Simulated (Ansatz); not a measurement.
# [Br···H···SiH], doublet: the ladder up to UCCSDT(Q)

Geometry: a point of a hydrogen-transfer path between rigid fragments, not a stationary point.

```xyz
4

Br   -2.1074    0.3699    0.0000
H    -0.4884    0.3699    0.0000
Si    1.0996    0.3699    0.0000
H     1.4961   -1.1096    0.0000
```

Basis cc-pVDZ; Ansatz 0.2.0. Correlated methods freeze the noble-gas cores and the filled d shells of p-block atoms, which leaves 13 electrons in 36 orbitals. Prefix R: restricted or restricted open-shell reference; prefix U: unrestricted. Active spaces: valence = (13e, 10o) chosen from the atoms' valence shells. No spin–orbit coupling is included, and no scalar relativity.

Full CI isn't at hand for all of this; UCCSDT(Q) serves as the reference, and is uncertain by about the last step of the cluster series. The frozen core follows each run's orbitals, which can shift R against U totals by a few meV for light atoms and by up to 0.1 eV past Ca.

Coupled cluster chose its determinant by trial CCSD, here up to 0.04 eV above the lowest Hartree–Fock solution of its kind, and MP2 stands on that determinant too.

The UHF ⟨S²⟩ is 1.045. The ⟨S²⟩ of the determinant under UCCSD is 0.796. The T1 diagnostic (RCCSD) is 0.0220 and the largest doubles amplitude (RCCSD) is 0.060. The T1 diagnostic (UCCSD) is 0.0181.

Problem. From what is known of these methods and the diagnostics, rank them by the size of their error in total energy against UCCSDT(Q) in cc-pVDZ, smallest first (an estimate: the text doesn't fix the numbers).
A. UCCSDT
B. UCCSD(T)
C. UMP2
D. UCCSD

Solution. A (0.29 kcal/mol), B (0.96 kcal/mol), D (4.37 kcal/mol), C (28.15 kcal/mol).

All errors are against UCCSDT(Q) in cc-pVDZ. Within each family the higher level lies nearer, as is usual though not guaranteed.

Natural occupations of CASSCF (valence space) about the gap: 1.999 1.998 1.981 1.974 1.916 1.000 0.075 0.030 0.026; effectively unpaired electrons, Σ n²(2−n)², 1.06.
